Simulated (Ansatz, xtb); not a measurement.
**FH3Si2: which of two structures lies lower**

Structure a is a singlet given by its coordinates and structure b is `F[Si][SiH3]`, a singlet. Both are isolated molecules in the gas phase, relaxed with r2SCAN-D4/def2-TZVP.

a (Å):

```tsv
atom	x (Å)	y (Å)	z (Å)
F	-1.5333	1.5224	-0.4398
Si	-0.0073	-0.8138	1.3751
Si	-0.1674	1.0590	0.2515
H	-0.6617	-1.9686	0.7024
H	0.5324	2.2997	0.6753
H	1.4503	-1.0657	1.5583
```

Close contacts (Å): F1–Si3 1.60, Si2–Si3 2.19, Si2–H4 1.49, Si2–H6 1.49, Si3–H5 1.49.

b (Å):

```xyz
6

F    -1.8286   -1.5944   -2.0117
Si   -1.4897   -0.2830   -1.1212
Si    0.5079    0.3323   -2.3903
H     0.1631    0.5115   -3.8308
H     1.1550    1.5834   -1.9066
H     1.5079   -0.7718   -2.2967
```

Quicker runs give these differences E(b) − E(a): GFN2-xTB −7.7 kcal/mol; HF/STO-3G −34.7 kcal/mol (at GFN2-xTB geometries); r2SCAN-D4/def2-SVP +0.3 kcal/mol (at GFN2-xTB geometries).

Task: Estimate which is lower in electronic energy at CCSD(T)/def2-TZVPP, and by roughly how much.

Result: The CCSD(T)/def2-TZVPP calculation puts structure b lower, by 2.3 kcal/mol.

How the difference moves with the method:

```csv
level,geometry,E(b) − E(a) (kcal/mol),departure from the last row (kcal/mol),"job, with rough time for the two"
GFN2-xTB,GFN2-xTB,−7.7,−5.4,"optimisation, 0.2 s"
HF/STO-3G,GFN2-xTB,−34.7,−32.4,"single point, 0.2 s"
r2SCAN-D4/def2-SVP,GFN2-xTB,+0.3,+2.6,"single point, 1.4 s"
r2SCAN-D4/def2-TZVP,r2SCAN-D4/def2-TZVP,+1.4,+3.7,"optimisation, 25 s"
HF/def2-TZVPP,r2SCAN-D4/def2-TZVP,−10.5,−8.2,part of the CCSD(T) run
MP2/def2-TZVPP,r2SCAN-D4/def2-TZVP,−1.7,+0.6,part of the CCSD(T) run
CCSD(T)/def2-TZVPP,r2SCAN-D4/def2-TZVP,−2.3,,"single point, 20 s"
```

r2SCAN-D4/def2-TZVP puts the two in the other order. r2SCAN-D4/def2-SVP finds them nearly level. The largest departure from CCSD(T)/def2-TZVPP is that of HF/STO-3G, 32.4 kcal/mol.

With harmonic frequencies from r2SCAN-D4/def2-TZVP (ideal gas, rigid rotor, one conformer each, 298.15 K, 1 atm): on the last row, ΔE + ΔZPE = −2.5 kcal/mol. A mode under 50 cm⁻¹ makes harmonic enthalpies and free energies unreliable, so none is given.

The correlated steps freeze 11 core orbitals. Programs: Ansatz 0.2.0, xtb 6.7.1; the last row on 2 threads of Intel(R) Xeon(R) Platinum 8375C CPU @ 2.90GHz (Ice Lake) on a shared host.
